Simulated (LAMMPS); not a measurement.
Diamond-structure Ge, treated with the machine-learned potential SNAP Ge_Zuo_JPCA2020.snap (LAMMPS).

Computed at the level's own relaxed cell.

Lattice thermal conductivity from three-phonon and isotope scattering in the relaxation-time approximation (finite displacements in a supercell of 64 atoms, 17×17×17 q mesh; displacements of 0.03 Å; mean over three axes):

```json
[
 {"T (K)": "200", "κ (W/(m K))": "28.3"},
 {"T (K)": "300", "κ (W/(m K))": "19.1"},
 {"T (K)": "500", "κ (W/(m K))": "11.7"}
]
```

Between 300 and 500 K κ falls about as T^−1.0. A mesh coarser by a quarter moves the value at 300 K by 2 W/(m K); supercell and displacement were not varied. Four-phonon scattering and thermal expansion, which lower κ, are left out.

Measured, for comparison: lattice thermal conductivity at 300 K 58 W/(m K) (300 K, lattice; as tabulated in Plata et al. (2016), arXiv:1611.05481). Computed less measured: lattice thermal conductivity at 300 K -67 %.

A machine-learned potential is trained on density-functional data: it inherits that level's misses and adds fitting errors of its own.
